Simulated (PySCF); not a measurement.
**Spin states of CCl**

Unrestricted PBE0; PySCF, no relativity, basis sets C def2-SVPD, Cl def2-SVPD. Outer shells of the fragments: C 2s2 2p2; Cl 3s2 3p5.

Followed along the bond (rough minima from three points):

```json
{"2Ms+1": "2", "unpaired": "π ↑", "⟨S²⟩ at the start": "0.76", "R at minimum (Å)": "1.66", "Te (eV)": "0.00"}
{"2Ms+1": "4", "unpaired": "σ ↑, π ↑↑", "⟨S²⟩ at the start": "3.76", "R at minimum (Å)": "1.67", "Te (eV)": "2.11"}
```

Solutions found at the starting distance of 1.680 Å, counted from the lowest of them; the search is not exhaustive and high or unbound solutions are not listed, so other states can lie among these:

| 2Ms+1 | unpaired | term | E (eV) | ⟨S²⟩ | ⟨Lz²⟩ | μ (D) |
| --- | --- | --- | --- | --- | --- | --- |
| 2 | π ↑ | ²Π | 0.00 | 0.76 | 1.01 | 1.32 |
| 4 | σ ↑, π ↑↑ | ⁴Σ⁻ | 2.11 | 3.76 | 0.00 | -0.09 |
| 2 | σ ↑, π ↑↓ | mixed | 3.48 | 1.76 | 2.01 | 0.41 |
| 2 | σ ↓, π ↑↑ | mixed | 3.83 | 1.77 | 0.00 | 0.68 |
| 2 | σ ↑ | mixed | 4.73 | 0.76 | 2.00 | 0.65 |
| 2 | σ ↑ | ²Σ⁺ | 4.98 | 0.75 | 0.00 | -1.15 |
| 4 | π ↑↑↑ | ⁴Π | 5.28 | 3.77 | 1.01 | 3.85 |
| 4 | σ ↑↑, π ↑ | ⁴Π | 7.50 | 3.78 | 1.01 | -2.17 |
| 4 | σ ↑, π ↑↑ | mixed | 9.14 | 3.76 | 2.02 | 0.75 |
| 2 | π ↑ | ²Π | 9.79 | 0.80 | 1.01 | 0.15 |

A term symbol is given only where ⟨S²⟩ and ⟨Lz²⟩ are close to those of a pure state; real π, δ and φ orbitals otherwise mix terms. A positive dipole means C(−)Cl(+).

Counting both spins, an empty level lies below a filled one in some of these solutions, because spin and occupation are held.
